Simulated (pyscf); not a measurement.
This saddle point was located with ωB97X-D3(BJ)/def2-SVP in PySCF.

```
Al
O 1 1.8785
H 2 0.9659 1 122.97
H 2 1.2492 3 115.72 1 78.76
H 4 1.0460 2 144.61 3 -124.59
H 1 1.5845 5 110.04 4 105.13
As 1 2.4060 6 123.86 5 -131.41
H 7 1.5204 1 91.32 6 -154.24
H 7 1.5229 8 93.05 1 -91.12
```

Surface: singlet, charge 0. Lowest wavenumbers (cm⁻¹): 1304i, 94, 136, 254, 349.

### Question
What reaction is this the transition state of?

### Answer
H₂Al–AsH₂ + H₂O ⇌ HO–AlH–AsH₂ + H₂, a four-centre exchange read from left to right: Al–H, H–O broken and Al–O, H–H formed. At ωB97M-D3(BJ)/def2-TZVP it lies -5.1 kcal/mol from the left side and +24.4 kcal/mol from the right (each side as separated species at their lowest minima found). On the reactant side the descent ends in an adduct with a Al–O contact, 22.1 kcal/mol under the separated species and 16.3 kcal/mol under the saddle at ωB97X-D3(BJ)/def2-TZVP. At ωB97M-D3(BJ) the saddle lies under the separated reactants, which points to a path from their complex (located at ωB97X-D3(BJ) alone). What is counted as formed (Al–O) is already present as a longer contact in the reactant adduct; forming that adduct is a step of its own. At the saddle there is also a short Al–H contact that neither side keeps. This is the saddle that the search found; another between the same sides may lie lower. Elements up to Kr have no core potential and no relativistic terms here.
